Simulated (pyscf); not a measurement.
## Elimination: H₃Si–AsH₂ (SMILES [SiH3][AsH2]) → H₂Si=AsH (SMILES [SiH2]=[AsH]) + H₂ (SMILES [H][H])

Gas phase, singlet surface, charge 0. Bonds broken: As1–H3, Si2–H5. Bonds formed: H3–H5. PySCF, gas phase, ωB97X-D3(BJ)/def2-SVP geometries.

Transition state (Å):

```xyz
7

As    -1.3774    -0.8518    -1.7839
Si    -0.2153     0.4406    -0.3542
H     -0.7139    -1.0194     0.2771
H     -2.6395    -0.2935    -1.1293
H     -0.2646    -0.5835     1.0435
H     -0.7244     1.6243     0.3899
H      1.2691     0.4048    -0.3997
```

One imaginary mode, 1348i cm⁻¹; descent along it reached the two sides named.

```csv
bond,change,reactant side (Å),saddle,product side
As1–H3,breaks,1.520,2.172,4.3
Si2–H5,breaks,1.491,1.733,3.3
H3–H5,forms,3.2,0.990,0.761
```

Electronic energies relative to the reactant's lowest minimum found (kcal/mol):

```json
[
 {"level": "ωB97X-D3(BJ)/def2-TZVP", "barrier": "65.8", "reaction energy": "+37.9", "reverse barrier": "27.9"},
 {"level": "PBE/def2-TZVP", "barrier": "55.3", "reaction energy": "+31.7", "reverse barrier": "23.6"},
 {"level": "r²SCAN/def2-TZVP", "barrier": "58.3", "reaction energy": "+33.9", "reverse barrier": "24.3"},
 {"level": "B3LYP-D3(BJ)/def2-TZVP", "barrier": "61.6", "reaction energy": "+33.3", "reverse barrier": "28.2"},
 {"level": "PBE0-D3(BJ)/def2-TZVP", "barrier": "59.6", "reaction energy": "+36.2", "reverse barrier": "23.4"},
 {"level": "M06-2X/def2-TZVP", "barrier": "61.3", "reaction energy": "+33.2", "reverse barrier": "28.0"},
 {"level": "ωB97M-D3(BJ)/def2-TZVP", "barrier": "63.6", "reaction energy": "+36.1", "reverse barrier": "27.5"},
 {"level": "HF/def2-TZVP", "barrier": "77.2", "reaction energy": "+39.7", "reverse barrier": "37.5"}
]
```

With ωB97M-D3(BJ)/def2-TZVP energies and thermal terms (ideal gas, 1 atm, RRHO with modes under 100 cm⁻¹ raised to 100, one conformer, R ln 2 for chiral ones without a mode under 150 cm⁻¹), in kcal/mol:

```
T (K)   ΔH‡   ΔG‡     ΔH     ΔG
-----  ----  ----  -----  -----
298    61.4  61.6  +33.2  +25.3
600    61.0  61.9  +33.8  +16.9
900    60.6  62.5  +33.7   +8.4
1200   60.2  63.1  +33.1    0.0
```

At the saddle there is also a short H–Si contact that neither side keeps. One saddle was located; it need not be the lowest between these sides. Elements up to Kr have no core potential and no relativistic terms here.
